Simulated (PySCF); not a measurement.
## Exercise with solution: entropy of an ideal gas

difluoromethane (CH2F2), SMILES FCF.

Geometry: PBE-D3(BJ)/def2-TZVP.

PBE-D3(BJ)/def2-TZVP run with PySCF gives the harmonic wavenumbers 507, 1039, 1076, 1141, 1219, 1402, 1472, 2962, 3031 cm⁻¹ and the rotational temperatures 2.3399, 0.4963, 0.4345 K. The molar mass is 52.02 g/mol, the symmetry number 2, the spin multiplicity 1.

Question: Work out the entropy at 298.15 K and 1 atm in the rigid-rotor, harmonic-oscillator model.

Answer: 
Translation (Sackur–Tetrode at 1 atm): S = R[1.5 ln M + 2.5 ln T − 1.16487] = 158.0 J/(mol K).
Rotation: q = (√π/σ) T^1.5/√(θA θB θC) = 6420, S = R[ln q + 3/2] = 85.4 J/(mol K).
Vibration: with u = 1.4388 ν/T, each mode gives R[u/(e^u − 1) − ln(1 − e^−u)]:
```tsv
ν (cm⁻¹)	modes	u	S (J/(mol K))
507	1	2.45	2.68
1039	1	5.01	0.33
1076	1	5.19	0.29
1141	1	5.51	0.22
1219	1	5.88	0.16
1402	1	6.77	0.07
1472	1	7.10	0.06
```
The stiffer modes add less than 0.005 each. Sum 3.8 J/(mol K).
Spin: R ln 1 = 0.0 J/(mol K).
Total 247.2 J/(mol K); the program's own thermochemistry gives 247.2. Translation makes up 64 % and vibration 2 %. Anharmonicity, hindered rotation and orbital degeneracy are left out.
